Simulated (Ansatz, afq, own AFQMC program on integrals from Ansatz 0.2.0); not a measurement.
Two steps: Ansatz 0.2.0 writes the Fock matrix and Cholesky factors of the valence space, and afq projects on them the lowest state that overlaps trial and start.

```yaml
crystal:
  periodic: [false, false, false]
  atoms:
    - {symbol: Si, position_ang: [0.000000, 0.000000, 0.000000]}
    - {symbol: N, position_ang: [0.000000, 0.000000, 1.889128]}
basis:
  gaussian: {orbitals: aug-cc-pVDZ}
magnetization: {spin_polarized: true, initial_magnetization: 3}
correlation: {method: ccsd_t, electrons: outside_noble_gas, hamiltonian_folder: ham}
```

```sh
$ ansatz run in.yaml --threads 1 --pin off --events-out ev --progress --plain --max-ram 24576MiB --backend cuda --devices 0, --max-vram 18GiB
```

Options of the walk:

```
--method phaseless --trial hf --walkers 4000 --populations 20 --least-time 40 --time-step 0.005 --steps-per-block 20 --equilibration-blocks 112 --max-blocks 4000 --target-error 0.0009000 --factor-cut 1e-05 --start spin_pure --seed 937 --taylor-order 6
```

Times are imaginary, in 1/Eh. The walk had a cap of 55 s. With eight or more populations the least sampling time is a fifth of least-time, and the error comes from their spread.

```
orbitals 44  electrons 6 3  factors 318 of 510
reference energy -343.25349025 Eh
CCSD correlation -0.19315986 Eh in 13 cycles, weight of the determinant in the CISD state 0.8818
energy of the start -343.254464 Eh
 block  time / (1/Eh)  mean weight  energy / Eh
     1     0.100  1.0008  -343.294741
     2     0.200  1.0011  -343.322364
     3     0.300  1.0012  -343.344736
     4     0.400  1.0012  -343.363708
     5     0.500  1.0008  -343.377291
     7     0.700  1.0010  -343.393902
     9     0.900  1.0005  -343.408877
    13     1.300  1.0002  -343.426031
    21     2.100  0.9999  -343.440491
    25     2.500  1.0000  -343.442831
    29     2.900  0.9999  -343.450089
    37     3.700  0.9999  -343.448626
    45     4.500  1.0001  -343.454067
    53     5.300  1.0000  -343.451055
    61     6.100  1.0002  -343.450234
    69     6.900  1.0001  -343.455304
    77     7.700  0.9998  -343.449286
    85     8.500  0.9999  -343.448336
    93     9.300  1.0000  -343.452925
   101    10.100  0.9997  -343.450126
   109    10.900  1.0000  -343.453037
   117    11.700  0.9999  -343.455001
   125    12.500  0.9998  -343.447736
   133    13.300  1.0000  -343.448507
   141    14.100  0.9998  -343.455792
   149    14.900  0.9999  -343.450304
   153    15.300  0.9999  -343.456021
   157    15.700  1.0000  -343.449259
   165    16.500  0.9995  -343.451341
   173    17.300  0.9998  -343.446664
   181    18.100  0.9997  -343.448514
   189    18.900  1.0001  -343.446310
error from the spread of 20 populations
energy -343.450829 +/- 0.000609 Eh
(rows thinned)
```

Q: Estimate how long the walk took on 1 × NVIDIA H100 80GB HBM3 with 2 threads of AMD EPYC 7R13 Processor (Zen 3) (shared host) (the card was shared).

A: 16 s of wall time.

The run passed its tests (sampling time, drift between the halves within three errors, error under three times the target), which doesn't prove that it has relaxed.

Against this walk (error 16.6 meV) on the same determinant: CCSD(T) 47.2 meV lower, CCSDT(Q) 96.0 meV lower, a separate phaseless walk with a CISD trial and standard settings 71.9 ± 17.0 meV lower. The error is statistical and leaves out the bias of the constraint. CCSDT(Q) is the surest value here, so the walk's 96 meV above it is most likely the bias of the constraint with this trial, which can have either sign.

Cautions: constraint bias not in the error; another spin lies lower; unrestricted determinant slightly spin contaminated (⟨S²⟩ 3.80 against 3.75).

CCSDT and higher add their correlation energy to the determinant of the CCSD(T) run, since their own runs factorise the integrals more tightly (a shift of under 2 meV). A walk keeps the symmetry of its determinant, which the program's search chose and which needn't be the lowest solution, so a lower state of the same spin and another symmetry isn't excluded.
